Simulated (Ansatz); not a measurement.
**SiH₂O₂ (SMILES O[Si]O): a rigid scan of the angle Si2–O1–H4**

An exercise on one series of results from a longer session: the logs are not shown, and one member is left open.

Method: single points in def2-TZVPP; program: Ansatz 0.2.0, Gaussian basis.

Levels: PBE-D4, r2SCAN-D4, PBE0-D4, B3LYP-D4, wB97M-V, Hartree-Fock, MP2, CCSD, CCSD(T). The scan takes 99.5, 104.0, 108.5, 113.0, 117.5, 122.0, 126.5, 131.0, 135.5°.

Cores are frozen in the correlated methods. B3LYP uses VWN-RPA correlation.

33 further runs of the same task are left out: 33 set aside as unsound or not needed.

**Where the work starts**

5 atoms, charge 0, spin multiplicity 1.

Atoms are counted from 1 here; the program's logs count them from 0.

Bond lengths: O1–Si2 1.591 Å, O1–H4 1.030 Å, Si2–O3 1.639 Å, O3–H5 1.003 Å. Angles: Si2–O1–H4 113.7°, O1–Si2–O3 106.1°, Si2–O3–H5 117.0°.

As a file:

```mol
H2O2Si
  3D, bonds by distance, orders not assigned

  5  4  0  0  0  0  0  0  0  0999 V2000
   -1.4782   -0.1569   -0.2592 O   0  0
   -0.2186   -0.7282    0.5280 Si  0  0
    1.0576    0.1954    0.0764 O   0  0
   -1.2631    0.6613   -0.8461 H   0  0
    1.9523   -0.0452    0.4595 H   0  0
  1  2  8  0
  1  4  8  0
  2  3  8  0
  3  5  8  0
M  END
```

The first run:

pre/in.yaml

```yaml
crystal:
  periodic: [false, false, false]
  atoms:
    - {symbol: O, position_ang: [-1.478200, -0.156900, -0.259200]}
    - {symbol: Si, position_ang: [-0.218600, -0.728200, 0.528000]}
    - {symbol: O, position_ang: [1.057600, 0.195400, 0.076400]}
    - {symbol: H, position_ang: [-1.263100, 0.661300, -0.846100]}
    - {symbol: H, position_ang: [1.952300, -0.045200, 0.459500]}
basis:
  gaussian: {orbitals: def2-SVP}
hamiltonian: {xc: pbe, dispersion: d4}
relax: {f_tol: 0.03, max_steps: 250}
```

No record of the launch command was kept for these runs.

Among the steps run: A first relaxation in a small basis; Relaxation at PBE0-D4; The minimum at every level; Si2–O1–H4 = 99.5°; Si2–O1–H4 = 104.0°; Si2–O1–H4 = 108.5°; Si2–O1–H4 = 113.0°; Si2–O1–H4 = 117.5°; Si2–O1–H4 = 122.0°; Si2–O1–H4 = 126.5°; Si2–O1–H4 = 131.0°; Si2–O1–H4 = 135.5°.

One of the session's tables, all rows but one given; the rest of the session is left out.

Energies less that of the minimum at the same level (kcal/mol): The rows 117.5 (minimum) and angle (°) = 117.5 agree to the last digit and may rest on the same set-up.

```
      angle (°)  PBE-D4  PBE0-D4  B3LYP-D4  wB97M-V  Hartree-Fock
           99.5     2.8      2.8       3.2      2.8           3.6
          104.0     1.5      1.5       1.8      1.5           2.0
          108.5     0.7      0.6       0.8      0.7           0.9
          113.0       ?        ?         ?        ?             ?
117.5 (minimum)     0.0      0.0       0.0      0.0           0.0
          117.5     0.0      0.0       0.0      0.0           0.0
          122.0     0.1      0.1       0.0      0.1           0.1
          126.5     0.4      0.5       0.3      0.5           0.4
          131.0     0.9      1.0       0.8      1.0           1.0
          135.5     1.6      1.7       1.5      1.7           1.8
```

Q: Estimate the row for angle (°) = 113.0 from the others.

The run gave: PBE-D4: 0.2; PBE0-D4: 0.2; B3LYP-D4: 0.2; wB97M-V: 0.2; Hartree-Fock: 0.3.

Caveats from the session: A polynomial through the near points puts the CCSD(T) minimum 1.0° below the PBE0-D4 value.
